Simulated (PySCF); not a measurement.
Two probes of the same atoms: core binding energy and nuclear shielding

Species: C3H5FS.
Atom-mapped SMILES: `[F:1][C@H:2]1[CH2:3][CH2:4][S:5]1`

Binding energies: delta-SCF UKS SCAN, pcX-2 on the ionised atom, pcseg-1 elsewhere, spin-free X2C (PySCF 2.14.0). Shieldings: GIAO PBE0/pcSseg-1, non-relativistic, same geometry.

```csv
atom,C 1s (eV)
C2,293.58
C3,291.42
C4,291.58
```

Task: What are the absolute isotropic shieldings of these atoms?

Result: 
```
atom                 environment  C 1s (eV)  isotropic shielding (ppm)
  C3   four-membered-ring carbon     291.42                      144.5
  C4  sp3 carbon bound to sulfur     291.58                      164.0
  C2              sp3 C–F carbon     293.58                       89.0
```

Task: Among the listed atoms, is the one with the highest binding energy also the least shielded?

Result: Yes: C2 has both (293.58 eV, 89.0 ppm).

By binding energy: C3 < C4 < C2. By shielding: C2 < C3 < C4.

The structure is a single PBE0-D3(BJ)/def2-SVP conformer in the gas phase; no vibrational or solvent corrections.
